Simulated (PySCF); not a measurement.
PySCF input (TPSS/def2-TZVPD):

```python
from pyscf import gto, scf, dft

mol = gto.M(
    atom='''
    C     0.02626120    0.80023624   -0.00162620
    N    -0.02330573   -0.71017665    0.00144319
    H    -0.99358514    1.17371220   -0.00278660
    H    -0.51214923   -1.06595556    0.82736530
    H    -0.51150715   -1.06933122   -0.82339698
    H     0.55255591    1.12478962    0.89126304
    H     0.55325085    1.12113599   -0.89542565
    H     0.91700769   -1.11453191    0.00263580
    ''',
    basis='def2-tzvpd',
    charge=1,
    spin=0,
    verbose=4,
)

mf = dft.RKS(mol, xc='tpss').density_fit(auxbasis='def2-universal-jkfit')
mf.grids.level = 3
mf.conv_tol = 1e-9
mf.max_cycle = 100
mf.max_memory = 1500
mf.kernel()
if not mf.converged:
    mf = mf.newton()
    mf.kernel(mf.make_rdm1())
mf.analyze()
```

Output:

```
PySCF version 2.14.0

[INPUT] verbose = 4
[INPUT] num. atoms = 8
[INPUT] num. electrons = 18
[INPUT] charge = 1
[INPUT] spin (= nelec alpha-beta = 2S) = 0
[INPUT] symmetry False subgroup None
[INPUT] Mole.unit = angstrom
[INPUT] Symbol           X                Y                Z      unit          X                Y                Z       unit  Magmom
[INPUT]  1 C      0.026261200000   0.800236240000  -0.001626200000 AA    0.049626475702   1.512227328552  -0.003073072624 Bohr   0.0
[INPUT]  2 N     -0.023305730000  -0.710176650000   0.001443190000 AA   -0.044041446833  -1.342039368561   0.002727233846 Bohr   0.0
[INPUT]  3 H     -0.993585140000   1.173712200000  -0.002786600000 AA   -1.877603796038   2.217994607061  -0.005265910819 Bohr   0.0
[INPUT]  4 H     -0.512149230000  -1.065955560000   0.827365300000 AA   -0.967821779607  -2.014364069357   1.563493821969 Bohr   0.0
[INPUT]  5 H     -0.511507150000  -1.069331220000  -0.823396980000 AA   -0.966608424257  -2.020743142247  -1.555994783994 Bohr   0.0
[INPUT]  6 H      0.552555910000   1.124789620000   0.891263040000 AA    1.044179338410   2.125544329554   1.684243050547 Bohr   0.0
[INPUT]  7 H      0.553250850000   1.121135990000  -0.895425650000 AA    1.045492584683   2.118639969493  -1.692109243411 Bohr   0.0
[INPUT]  8 H      0.917007690000  -1.114531910000   0.002635800000 AA    1.732893388220  -2.106160066988   0.004980940119 Bohr   0.0

nuclear repulsion = 47.7743223973707
number of shells = 56
number of NR pGTOs = 170
number of NR cGTOs = 128
basis = def2-tzvpd
ecp = {}

******** <class 'pyscf.df.df_jk.DFRKS'> ********
method = DFRKS
initial guess = minao
damping factor = 0
level_shift factor = 0
DIIS = <class 'pyscf.scf.diis.CDIIS'>
diis_start_cycle = 1
diis_space = 8
diis_damp = 0
SCF conv_tol = 1e-09
SCF conv_tol_grad = None
SCF max_cycles = 100
direct_scf = False
XC library pyscf.dft.libxc version 7.1.2
    S. Lehtola, C. Steigemann, M. J. T. Oliveira, and M. A. L. Marques,  SoftwareX 7, 1–5 (2018)
XC functionals = tpss
    J. Tao, J. P. Perdew, V. N. Staroverov, and G. E. Scuseria,  Phys. Rev. Lett. 91, 146401 (2003)
    J. P. Perdew, J. Tao, V. N. Staroverov, and G. E. Scuseria,  J. Chem. Phys. 120, 6898 (2004)
    J. Tao, J. P. Perdew, V. N. Staroverov, and G. E. Scuseria,  Phys. Rev. Lett. 91, 146401 (2003)
    J. P. Perdew, J. Tao, V. N. Staroverov, and G. E. Scuseria,  J. Chem. Phys. 120, 6898 (2004)
radial grids:
    Treutler-Ahlrichs [JCP 102, 346 (1995); DOI:10.1063/1.469408] (M4) radial grids

becke partition: Becke, JCP 88, 2547 (1988); DOI:10.1063/1.454033
pruning grids: <function nwchem_prune>
grids dens level: 3
symmetrized grids: False
atomic radii adjust function: <function treutler_atomic_radii_adjust>
small_rho_cutoff = 0
Set gradient conv threshold to 3.16228e-05
Initial guess from minao.
tot grids = 86872
init E= -96.4603122368535
  HOMO = -0.414717819033775  LUMO = -0.0363783378315148  gap/eV = 10.29514
[...]
cycle= 9 E= -96.2687487470688  delta_E= -1.66e-11  |g|= 7.26e-07  |ddm|= 1.13e-05
  HOMO = -0.589950224819463  LUMO = -0.223894139883893  gap/eV = 9.96089
Extra cycle  E= -96.2687487470681  delta_E= 6.82e-13  |g|= 8.67e-07  |ddm|= 1.46e-06
converged SCF energy = -96.2687487470681
**** SCF Summaries ****
Total Energy =                         -96.268748747068088
Nuclear Repulsion Energy =              47.774322397370703
One-electron Energy =                 -218.005675703254326
Two-electron Energy =                   73.962604558815556
Two-electron Coulomb Energy =           88.317402948416301
DFT Exchange-Correlation Energy =      -14.354798389600743
HOMO-LUMO gap [eV] =                     9.960893432151707
**** MO energy ****
MO #1   energy= -14.4471114603693  occ= 2
MO #2   energy= -10.2505145515097  occ= 2
MO #3   energy= -1.16277615224983  occ= 2
MO #4   energy= -0.885451161845172 occ= 2
MO #5   energy= -0.761325725341811 occ= 2
MO #6   energy= -0.761324760881198 occ= 2
MO #7   energy= -0.666590073825244 occ= 2
MO #8   energy= -0.589951152340963 occ= 2
MO #9   energy= -0.589950224819463 occ= 2
MO #10  energy= -0.223894139883893 occ= 0
MO #11  energy= -0.156565295336695 occ= 0
MO #12  energy= -0.153043266719801 occ= 0
MO #13  energy= -0.153042965044301 occ= 0
MO #14  energy= -0.109409471935847 occ= 0
MO #15  energy= -0.10940795135749  occ= 0
MO #16  energy= -0.100477464142717 occ= 0
MO #17  energy= -0.073155089266407 occ= 0
MO #18  energy= -0.05078659200007  occ= 0
MO #19  energy= -0.0507865182435537 occ= 0
MO #20  energy= -0.0464151091604008 occ= 0
MO #21  energy= -0.0464133768904196 occ= 0
MO #22  energy= 0.0135770362203486 occ= 0
MO #23  energy= 0.0279978043947894 occ= 0
MO #24  energy= 0.0280032809961653 occ= 0
MO #25  energy= 0.0395614825229039 occ= 0
MO #26  energy= 0.0777508230759908 occ= 0
MO #27  energy= 0.077752088136662  occ= 0
MO #28  energy= 0.0867196112326966 occ= 0
MO #29  energy= 0.0983611277608811 occ= 0
MO #30  energy= 0.0988774065717268 occ= 0
MO #31  energy= 0.0988793562473229 occ= 0
MO #32  energy= 0.128207821049923  occ= 0
MO #33  energy= 0.147180622067199  occ= 0
MO #34  energy= 0.166334498669348  occ= 0
MO #35  energy= 0.166335645024214  occ= 0
MO #36  energy= 0.185962616360656  occ= 0
MO #37  energy= 0.196674246505982  occ= 0
MO #38  energy= 0.196674358891919  occ= 0
MO #39  energy= 0.196696031053537  occ= 0
MO #40  energy= 0.207804972953039  occ= 0
MO #41  energy= 0.207807530684836  occ= 0
MO #42  energy= 0.246456776410788  occ= 0
MO #43  energy= 0.263019516022978  occ= 0
MO #44  energy= 0.263029468567449  occ= 0
MO #45  energy= 0.279059763929486  occ= 0
MO #46  energy= 0.279061618986834  occ= 0
MO #47  energy= 0.35610168937658   occ= 0
MO #48  energy= 0.378716022635532  occ= 0
MO #49  energy= 0.410888574925261  occ= 0
MO #50  energy= 0.410892067746689  occ= 0
MO #51  energy= 0.438834247341274  occ= 0
MO #52  energy= 0.49502179584749   occ= 0
MO #53  energy= 0.495024478043122  occ= 0
MO #54  energy= 0.514240073941907  occ= 0
MO #55  energy= 0.527105586224636  occ= 0
MO #56  energy= 0.52710711790163   occ= 0
MO #57  energy= 0.56495337586389   occ= 0
MO #58  energy= 0.641255520532087  occ= 0
MO #59  energy= 0.641280841635403  occ= 0
MO #60  energy= 0.676902066682974  occ= 0
MO #61  energy= 0.72167058389566   occ= 0
MO #62  energy= 0.721680807149624  occ= 0
MO #63  energy= 0.908888017666387  occ= 0
MO #64  energy= 0.916236543079838  occ= 0
MO #65  energy= 0.916247394810911  occ= 0
MO #66  energy= 1.0882531152478    occ= 0
MO #67  energy= 1.08825761354219   occ= 0
MO #68  energy= 1.15901436287712   occ= 0
MO #69  energy= 1.15902904046157   occ= 0
MO #70  energy= 1.34176586652819   occ= 0
MO #71  energy= 1.36077801588361   occ= 0
MO #72  energy= 1.3789763886786    occ= 0
MO #73  energy= 1.50317792609196   occ= 0
MO #74  energy= 1.52551677223682   occ= 0
MO #75  energy= 1.52551711901785   occ= 0
MO #76  energy= 1.54403249494579   occ= 0
MO #77  energy= 1.61713877984313   occ= 0
MO #78  energy= 1.61713929686592   occ= 0
MO #79  energy= 1.75411211004266   occ= 0
MO #80  energy= 1.7541153377512    occ= 0
MO #81  energy= 1.86911580818446   occ= 0
MO #82  energy= 1.90151962749615   occ= 0
MO #83  energy= 1.95471155124171   occ= 0
MO #84  energy= 1.95471359565308   occ= 0
MO #85  energy= 2.05935603658214   occ= 0
MO #86  energy= 2.15225540519042   occ= 0
MO #87  energy= 2.21997684938958   occ= 0
MO #88  energy= 2.21998007348403   occ= 0
MO #89  energy= 2.2763923709299    occ= 0
MO #90  energy= 2.27640067953373   occ= 0
MO #91  energy= 2.41799461476252   occ= 0
MO #92  energy= 2.41800591908531   occ= 0
MO #93  energy= 2.51059295231659   occ= 0
MO #94  energy= 2.51060576861946   occ= 0
MO #95  energy= 2.51626285754769   occ= 0
MO #96  energy= 2.55013244468762   occ= 0
MO #97  energy= 2.59239753638845   occ= 0
MO #98  energy= 2.59240133904118   occ= 0
MO #99  energy= 2.7638930084732    occ= 0
MO #100 energy= 2.85337639622723   occ= 0
MO #101 energy= 2.8533819535009    occ= 0
MO #102 energy= 2.94567037545996   occ= 0
MO #103 energy= 2.94568333537918   occ= 0
MO #104 energy= 3.04569496768234   occ= 0
MO #105 energy= 3.15605734368956   occ= 0
MO #106 energy= 3.28892283360812   occ= 0
MO #107 energy= 3.40615004804782   occ= 0
[...]
```

It need not be the lowest isomer of its formula.
